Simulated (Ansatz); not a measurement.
C₃H₅FO (`FCC1CO1`). Charge 0, multiplicity 1.

```xyz
10

F    -0.8342    1.9676   -0.1215
C     0.3049    1.1857   -0.1107
C    -0.0429   -0.2157   -0.5056
C    -0.3391   -1.2243    0.5037
O     0.9222   -1.1874   -0.1462
H     0.7334    1.1974    0.8955
H     1.0210    1.6248   -0.8121
H    -0.4671   -0.3343   -1.5013
H    -0.9688   -2.0707    0.2442
H    -0.3294   -0.9433    1.5540
```

**Question.** What are the harmonic wavenumbers in cm⁻¹ at PBE0-D4/def2-TZVP (Ansatz, finite differences of forces, unscaled)? (Best estimate.)

**Answer.** Computed: 92, 253, 381, 484, 859, 907, 926, 1023, 1086, 1114, 1160, 1167, 1187, 1256, 1290, 1392, 1465, 1504, 1537, 3057, 3108, 3110, 3139, 3202.

**Question.** Is this a minimum?

**Answer.** Yes, all 24 modes are real.

**Question.** Give the ideal-gas thermochemistry at 298.15 K and 1 bar (rigid rotor, harmonic oscillator; point group C1, symmetry number 1).

**Answer.** Zero-point energy 207.6 kJ/mol; H(298) − E = 223.1 kJ/mol; entropy 301.8 J/(mol·K), of which translation 162.9, rotation 105.7, vibration 33.2; G(298) − E = 133.1 kJ/mol. Modes under 100 cm⁻¹ are hindered rotations or soft bends, so the harmonic entropy is rough.
